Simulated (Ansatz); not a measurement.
```yaml
crystal:
  periodic: [false, false, false]
  atoms:
    - {symbol: F, position_ang: [0.142562, -4.079544, 1.457174]}
    - {symbol: C, position_ang: [1.091246, -1.982055, 0.337389]}
    - {symbol: F, position_ang: [2.202048, -2.725970, -1.851243]}
    - {symbol: C, position_ang: [-0.988859, -0.153189, -0.226882]}
    - {symbol: C, position_ang: [-0.449637, 2.544276, -0.313146]}
    - {symbol: O, position_ang: [-1.667618, 1.440566, 1.802025]}
    - {symbol: H, position_ang: [2.530870, -1.171668, 1.583362]}
    - {symbol: H, position_ang: [-2.544288, -0.932044, -1.323606]}
    - {symbol: H, position_ang: [-1.625567, 3.755783, -1.480027]}
    - {symbol: H, position_ang: [1.466280, 3.207276, 0.020624]}
basis:
  gaussian: {orbitals: cc-pVTZ, fitting: {mean_field: cc-pVTZ-jkfit}}
hamiltonian: {xc: {name: B2PLYP}}
output: {forces: true}
```

```sh
$ ansatz run in.yaml --threads 2 --pin off --events-out ev --progress --plain --max-ram 32768MiB --backend cpu
```

Shortened log:

```
Functional definition: B2PLYP
594 factors; integrals over basis functions are off by at most 8.5e-1 eV
mean field evaluation 1: about -10556.6857 eV, gradient 1.1e2 eV
mean field evaluation 2: about -10556.6885 eV, gradient 1.1e2 eV
mean field evaluation 4: about -10369.4927 eV, gradient 1.7e2 eV
mean field evaluation 8: about -10597.2813 eV, gradient 7.2e0 eV
mean field evaluation 16: about -10598.5816 eV, gradient 9.6e-4 eV
mean field -10598.58157928 eV, -389.4906890620 hartree, gradient 3.8e-6 eV, S^2 0.000000; 4 other end points of the search recorded, 0 dependent functions left out; unrestricted orbitals would lower it
6 core orbitals not correlated: weight in the atoms' cores, before any rotation towards them, 1.000 or more for the frozen orbitals, at most 0.000 for the correlated occupied ones
reference -10598.58180015 eV, -389.4906971788 hartree; 18, 18 occupied and 212, 212 virtual orbitals, 594 factors
second order -48.19251878 eV of doubles, -0.00000000 eV of singles
Total energy: -10611.59378022 eV, -389.9688786266 hartree
Atom 0 at     0.142562    -4.079544     1.457174 Å, force     0.790724     1.608309    -0.838436 eV/Å
Atom 1 at     1.091246    -1.982055     0.337389 Å, force     0.673820    -0.311777     0.671704 eV/Å
Atom 2 at     2.202048    -2.725970    -1.851243 Å, force    -0.788705     0.592353     1.602537 eV/Å
Atom 3 at    -0.988859    -0.153189    -0.226882 Å, force    -0.992504    -1.298159    -1.152509 eV/Å
Atom 4 at    -0.449637     2.544276    -0.313146 Å, force     0.005688     2.139647     0.716289 eV/Å
Atom 5 at    -1.667618     1.440566     1.802025 Å, force     0.776855     0.021430    -1.757988 eV/Å
Atom 6 at     2.530870    -1.171668     1.583362 Å, force    -1.851727    -1.091420    -1.640806 eV/Å
Atom 7 at    -2.544288    -0.932044    -1.323606 Å, force     2.153629     1.004089     1.760511 eV/Å
Atom 8 at    -1.625567     3.755783    -1.480027 Å, force     1.888890    -1.731857     1.412141 eV/Å
Atom 9 at     1.466280     3.207276     0.020624 Å, force    -2.656671    -0.932614    -0.773443 eV/Å
Dipole moment:    -0.246838     1.935923    -0.267007 e Å
```

**Question.** Something in this input is off. What?

**Answer.** The coordinates are in bohr but typed as ångström. The calculation finished and met its thresholds. The result belongs to that input, not to the molecule as meant.
